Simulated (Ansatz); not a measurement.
Geometry optimisation, RKS B3LYP/def2-SVP (Ansatz 0.2.0).

input.yaml

```yaml
crystal:
  periodic: [false, false, false]
  atoms:
    - { symbol: B, position_ang: [0.0, 0.0, 0.0] }
    - { symbol: Cl, position_ang: [0.0, 0.0, 1.86] }
    - { symbol: C, position_ang: [1.3856, 0.0, -0.8] }
    - { symbol: H, position_ang: [1.7152, -1.0462, -0.9702] }
    - { symbol: H, position_ang: [1.2491, 0.508, -1.7774] }
    - { symbol: H, position_ang: [2.1552, 0.5381, -0.2082] }
    - { symbol: H, position_ang: [-1.0305, 0.0, -0.595] }
basis:
  gaussian: { orbitals: def2-SVP }
hamiltonian:
  xc: b3lyp
relax:
  f_tol: 0.02
  max_steps: 40
```

Command:

```bash
$ ansatz run input.yaml --threads 1 --pin off --max-ram 2048MiB --backend cpu --events-out ev --progress --plain --runs-dir out
```

Where does it end, and by what steps?

The run converged. The force dipped under the threshold on the way, but the program's further checks kept it going. After 13 steps the energy has fallen by 0.165 eV; Cl2 moved furthest, 0.35 Å.

```csv
step,energy less start (eV),largest force component (eV/Å),accepted
0,0.0000,1.799,yes
1,-0.1282,0.838,yes
2,-0.1528,0.248,yes
3,-0.1515,0.345,no
4,-0.1578,0.060,yes
5,-0.1612,0.063,yes
6,-0.1636,0.016,yes
7,-0.1639,0.100,yes
8,-0.1642,0.082,yes
9,-0.1648,0.009,yes
10,-0.1649,0.026,yes
11,-0.1629,0.133,no
12,-0.1650,0.013,yes
13,-0.1651,0.010,yes
```

```xyz
7
Properties=species:S:1:pos:R:3
B 0.037 -0.040 0.020
Cl -0.069 0.323 1.743
C 1.386 0.013 -0.756
H 1.574 -0.975 -1.219
H 1.287 0.712 -1.608
H 2.261 0.299 -0.155
H -1.002 -0.332 -0.516
```

Whether the end is a true minimum wasn't checked by a vibrational analysis.

Time of the run: 27 s on 1 thread of Arm Neoverse V1, on a shared host, peak memory 0.13 GiB.
